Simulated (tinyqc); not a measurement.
Orbital energy against energy difference: ionisation energy by orbital energies and by energy differences in the 6-31g* basis, for BH3, spin multiplicity 1. Computed by the program tinyqc with PySCF. The cation is unrestricted; errors are against CCSD(T) in this basis, not against experiment.

Geometry (angstrom):

| atom | x | y | z |
|---|---|---|---|
| B | 0.0000 | 0.0000 | 0.0250 |
| H | 1.1460 | 0.0000 | 0.0000 |
| H | -0.5730 | 0.9930 | 0.0000 |
| H | -0.5730 | -0.9930 | 0.0000 |

CCSD(T) difference in the same basis = 13.0711 eV

IP-EOM-CCSD = 13.1153 eV

First vertical ionisation energy (eV):

| method | -e(HOMO) | E(cation) - E | error of -e(HOMO) | error of the difference |
|---|---|---|---|---|
| HF | 13.7178 | 12.660138 | 0.6467 | -0.4110 |
| LDA | 8.3724 | 13.148068 | -4.6988 | 0.0770 |
| PBE | 8.3905 | 13.050858 | -4.6807 | -0.0203 |
| PBE0 | 9.9354 | 13.233863 | -3.1357 | 0.1627 |
| CAM-B3LYP | 11.4262 | 13.344199 | -1.6449 | 0.2731 |
| LC-wPBE | 12.9474 | 13.425673 | -0.1238 | 0.3546 |

Estimate the missing row, method = B3LYP.

Computed row:
```
method  -e(HOMO)  E(cation) - E  error of -e(HOMO)  error of the difference
B3LYP     9.6925      13.299193            -3.3786                   0.2281
```

Koopmans errs by +0.65 eV and Delta-HF by -0.41 eV: relaxation, 1.06 eV, lowers the value and the missing correlation difference works against it. The PBE level is off by -4.7 eV through the wrong tail of its potential, though its energy difference is off by -0.02 eV; exact exchange deepens the level, and among the orbital energies LC-wPBE comes closest; among the differences PBE does.
